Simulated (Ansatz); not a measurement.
AlClH3N, SMILES [NH2][AlH][Cl], a short molecular-dynamics run

With the Python package of Ansatz (0.2.0).

The script reads `alclh3n.xyz`:
```text
6

N    -0.92830    0.03150   -0.66390
Al    0.42780   -0.13400    0.59800
Cl    1.41990   -2.07880    0.79420
H    -1.19710    1.08850   -0.64400
H    -0.55500   -0.09270   -1.63590
H     0.87480    1.12140    1.50530
```

Run as a notebook:

In [1]:
```python
import ansatz as az
import numpy as np
```

In [2]:
```python
BASIS_SET = "6-31G"
XC = "PBE0"
VDW = "d4"
N_STEPS = 30
TEMPERATURE_K = 500
```

In [3]:
```python
system = az.Crystal.molecule_from_extxyz("alclh3n.xyz")

setup = (
    system.calculation()
    .basis(gaussian=BASIS_SET)
    .functional(XC, dispersion=VDW)
)
symbols = [site.symbol for site in system.cartesian_sites]
start = np.array([site.position_ang for site in system.cartesian_sites], dtype=float)
summary = setup.relax(force_tolerance=0.02).run().report
end = np.array(summary["positions_ang"])
minimum = az.Crystal.molecule()
for symbol, place in zip(symbols, end):
    minimum = minimum.atom(symbol, place.tolist())
```

In [4]:
```python
setup = (
    minimum.calculation()
    .basis(gaussian=BASIS_SET)
    .functional(XC, dispersion=VDW)
    .md("nve", timestep=0.5, steps=N_STEPS, temperature=TEMPERATURE_K, initial_velocities="maxwell_boltzmann", seed=38)
)
frames = []
done = setup.session().plan().execute(on_event=lambda e: frames.append(e["data"]) if e["event"] == "md_step" else None)
print("t (fs)   E_pot (eV)      E_kin (eV)   T (K)   d(0-1) (A)")
for f in frames[::1]:
    xyz = np.array(f["positions_ang"])
    print(f"{f['time_fs']:6.2f} {f['lagrangian_ev']:14.5f} {f['e_kin_ev']:10.5f} {f['temperature_k']:8.1f} {np.linalg.norm(xyz[0] - xyz[1]):9.4f}")
kept = np.array([f["conserved_ev"] for f in frames])
print(f"conserved energy moves by at most {1000 * np.ptp(kept):.3f} meV")
```
```text
t (fs)   E_pot (eV)      E_kin (eV)   T (K)   d(0-1) (A)
  0.00   -20649.93806    0.25852    500.0    1.7770
  0.50   -20649.91790    0.23856    461.4    1.7797
  1.00   -20649.86462    0.18698    361.6    1.7823
  1.50   -20649.80562    0.13033    252.1    1.7846
  2.00   -20649.77652    0.10234    197.9    1.7866
  2.50   -20649.79370    0.11836    228.9    1.7881
  3.00   -20649.84003    0.16242    314.1    1.7892
  3.50   -20649.88097    0.20184    390.4    1.7900
  4.00   -20649.89154    0.21233    410.7    1.7906
  4.50   -20649.86806    0.18979    367.1    1.7909
  5.00   -20649.82302    0.14598    282.3    1.7912
  5.50   -20649.77457    0.09857    190.6    1.7913
  6.00   -20649.73870    0.06333    122.5    1.7914
  6.50   -20649.72542    0.05022     97.1    1.7915
  7.00   -20649.73757    0.06212    120.1    1.7915
  7.50   -20649.77100    0.09488    183.5    1.7915
  8.00   -20649.81528    0.13818    267.2    1.7915
  8.50   -20649.85520    0.17697    342.3    1.7915
  9.00   -20649.87397    0.19484    376.8    1.7915
  9.50   -20649.85945    0.18026    348.6    1.7915
 10.00   -20649.81315    0.13520    261.5    1.7913
 10.50   -20649.75611    0.08027    155.3    1.7910
 11.00   -20649.72117    0.04677     90.5    1.7904
 11.50   -20649.72999    0.05505    106.5    1.7896
 12.00   -20649.77450    0.09755    188.7    1.7885
 12.50   -20649.82412    0.14540    281.2    1.7872
 13.00   -20649.85041    0.17120    331.1    1.7857
 13.50   -20649.84342    0.16486    318.9    1.7842
 14.00   -20649.81094    0.13350    258.2    1.7827
 14.50   -20649.76914    0.09276    179.4    1.7813
 15.00   -20649.73404    0.05838    112.9    1.7801
conserved energy moves by at most 5.358 meV
```

What to keep in mind:
- Total energies depend on the basis set; only differences at equal settings carry meaning.
- The trajectory is only some femtoseconds long, so its temperature is not equilibrated; where the script doesn't relax first, it starts from a rough generated geometry.
- The temperature counts the internal degrees of freedom alone.
- Run time: 68 s on 1 thread of Intel(R) Xeon(R) Platinum 8259CL CPU @ 2.50GHz (Skylake/Cascade Lake), with other jobs on the host, peak memory 0.2 GiB.
